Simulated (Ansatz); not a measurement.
System: B20 (FeSi-type) FeSi. Method: r²SCAN+rVV10 (Ansatz, a program for electronic structure, PAW).

Numerical settings: plane-wave cutoff 560 eV, 8×8×8 k mesh, Fermi–Dirac smearing 0.01 eV, no spin polarisation, scalar-relativistic PAW data made under PBE.

Computed at the level's own relaxed cell.

### Question
Estimate the equilibrium lattice constant a, equilibrium volume per atom, pressure derivative B′ of the bulk modulus and Γ–Γ gap that the calculation returns.

### Answer

- equilibrium lattice constant a: 4.395 Å
- equilibrium volume per atom: 10.61 Å³/atom
- pressure derivative B′ of the bulk modulus: 4.7
- Γ–Γ gap: 0.98 eV

Measured, for comparison: lattice constant a 4.483 Å, equilibrium volume per atom 11.26 Å³/atom (temperature not stated, not corrected to a static lattice; as tabulated in Wikipedia's data pages). Computed (rounded) less measured: lattice constant a -2.0 %, equilibrium volume per atom -5.8 %. A static lattice is as a rule a little smaller and stiffer than an uncorrected measurement, which narrows the difference in the lattice constant a and would widen misses of the other sign.

Note: the bulk modulus comes from volumes at which shape and atoms were relaxed.

Static lattice: no zero-point or thermal effects.

Cost on a shared machine: about 17 core-minutes (a rough figure).
